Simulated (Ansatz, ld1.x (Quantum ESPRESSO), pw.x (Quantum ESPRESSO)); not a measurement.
**What a changed setting does to a pw.x run (fcc N)**

Potential: norm-conserving Troullier–Martins (Kleinman–Bylander form), ld1.x (Quantum ESPRESSO) 7.5, LDA (PW92); core [He], reference 2s1.5 2p3.5; waves: 2s (bound): rc 1.00 bohr; 2p (bound): rc 1.25 bohr; 3d channel at 0.5 Ry: rc 1.20 bohr; local part: the d channel; core correction: Bessel-smoothed model core inside 1.05 bohr.

The reference run (k-mesh 18³, cutoffs 170/680 Ry, Fermi–Dirac 0.01 Ry, mixing_beta 0.4, conv_thr 1e-9, no spin) gives -0.09 GPa at 7.069 Å³/atom, where all-electron LAPW gives -0.19 GPa. This run, with its own iteration cap, changes mixing_ndim to 4.

```
&control
  calculation='scf', prefix='x', pseudo_dir='./', outdir='./tmp', tstress=.true., disk_io='none'
/
&system
  ibrav=0, nat=1, ntyp=1, ecutwfc=170, ecutrho=680, nbnd=9,
  occupations='smearing', smearing='fd', degauss=0.01
/
&electrons
  conv_thr=1e-09, mixing_beta=0.4, electron_maxstep=60, mixing_ndim=4
/
ATOMIC_SPECIES
N 1.0 N.UPF
CELL_PARAMETERS angstrom
  0.00000000 1.52326687 1.52326687
  1.52326687 0.00000000 1.52326687
  1.52326687 1.52326687 0.00000000
ATOMIC_POSITIONS crystal
N 0.0000 0.0000 0.0000
K_POINTS automatic
18 18 18 0 0 0
```

```bash
pw.x < N.scf.in > N.scf.out
```

**Question.** How does the run end?

**Answer.** It converges in 5 iterations; the free energy moves by +0.0 meV/atom and the pressure by +0.00 GPa. The result is that of the reference run.

```
Message from routine setup:
     using ibrav=0 with symmetry is DISCOURAGED, use correct ibrav instead
     lattice parameter (alat)  =       4.0709  a.u.
     unit-cell volume          =      47.7040 (a.u.)^3
     number of electrons       =         5.00
     number of Kohn-Sham states=            9
     kinetic-energy cutoff     =     170.0000  Ry
     charge density cutoff     =     680.0000  Ry
     scf convergence threshold =      1.0E-09
     Exchange-correlation= PW
     number of k points=   195  Fermi-Dirac smearing, width (Ry)=  0.0100
     iteration #  1     ecut=   170.00 Ry     beta= 0.40
     total energy              =     -19.62543025 Ry
     estimated scf accuracy    <       0.00124722 Ry
     iteration #  2     ecut=   170.00 Ry     beta= 0.40
     total energy              =     -19.62541130 Ry
     estimated scf accuracy    <       0.00035890 Ry
     iteration #  3     ecut=   170.00 Ry     beta= 0.40
     total energy              =     -19.62542760 Ry
     estimated scf accuracy    <       0.00001437 Ry
     iteration #  4     ecut=   170.00 Ry     beta= 0.40
     total energy              =     -19.62542821 Ry
     estimated scf accuracy    <          1.1E-09 Ry
     iteration #  5     ecut=   170.00 Ry     beta= 0.40
     the Fermi energy is     9.1567 ev
!    total energy              =     -19.62542821 Ry
     estimated scf accuracy    <          3.0E-10 Ry
     smearing contrib. (-TS)   =      -0.00290587 Ry
     The total energy is F=E-TS. E is the sum of the following terms:
     one-electron contribution =       3.39492224 Ry
     hartree contribution      =       1.61530426 Ry
     xc contribution           =      -4.72319973 Ry
     ewald contribution        =     -19.90954911 Ry
     convergence has been achieved in   5 iterations
          total   stress  (Ry/bohr**3)                   (kbar)     P=       -0.91
     Message from routine punch:
     Nothing written, as per user request (disk_io='none')
```

The run took about 30 s on one core of a shared host (Neoverse-V1, 32 threads, 247 GiB, load 15).
